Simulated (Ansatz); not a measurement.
# CHOS radical (SMILES O=C[S]): functionals against CCSD(T) at one geometry

One table from this session's results is given with a row withheld; the runs are named, their logs left out.

Program: Ansatz 0.2.0, Gaussian basis. Level of theory: single points in def2-TZVPP. These are calculated values, not measurements.

Correlated methods freeze the cores. Orbitals are unrestricted.

## The system as given

4 atoms, charge 0, spin multiplicity 2.

Atoms are counted from 1 here; the program's logs count them from 0.

Bond lengths: O1–C2 1.240 Å, C2–S3 1.862 Å, C2–H4 1.155 Å. Angles: O1–C2–S3 127.4°, O1–C2–H4 133.2°, S3–C2–H4 98.7°.

Coordinates:

```xyz
4
CHOS
O    -0.9368    0.5749    0.9310
C    -0.1480    0.1960    0.0529
S     1.0947   -1.1852    0.1681
H    -0.0515    0.4245   -1.0754
```

The first run:

The input, run/in.yaml:

```yaml
crystal:
  periodic: [false, false, false]
  atoms:
    - {symbol: O, position_ang: [-0.936800, 0.574900, 0.931000]}
    - {symbol: C, position_ang: [-0.148000, 0.196000, 0.052900]}
    - {symbol: S, position_ang: [1.094700, -1.185200, 0.168100]}
    - {symbol: H, position_ang: [-0.051500, 0.424500, -1.075400]}
basis:
  gaussian: {orbitals: def2-TZVPP}
magnetization: {spin_polarized: true, initial_magnetization: 1}
correlation: {method: ccsd_t}
scf: {omitted_lower_state_checks: [cluster_reference]}
output: {forces: true}
```

The command line of these runs was not kept.

Among the steps run: CCSD(T)/def2-TZVPP; PBE0-D4/def2-TZVPP; wB97M-V/def2-TZVPP; r2SCAN-D4/def2-TZVPP; PBE-D4/def2-TZVPP; BHLYP-D4/def2-TZVPP; B97M-V/def2-TZVPP.

One table of the session follows, with a row left open; its other results are not shown here.

```
   method  RMS force component (eV/Å)  angle to CCSD(T) forces (°)  dipole (D)
  CCSD(T)                       1.298                    reference        2.02
  PBE0-D4                       1.634                          8.9        2.14
  wB97M-V                       1.612                          7.6        2.15
r2SCAN-D4                       1.454                          7.4        2.07
   PBE-D4                           ?                            ?           ?
 BHLYP-D4                       1.958                         10.7        2.34
   B97M-V                       1.622                          8.1        2.01
```

Estimate the missing values for PBE-D4.

As computed: RMS force component (eV/Å): 1.227; angle to CCSD(T) forces (°): 10.7; dipole (D): 1.95. In the column «RMS force component (eV/Å)» it is the lowest.
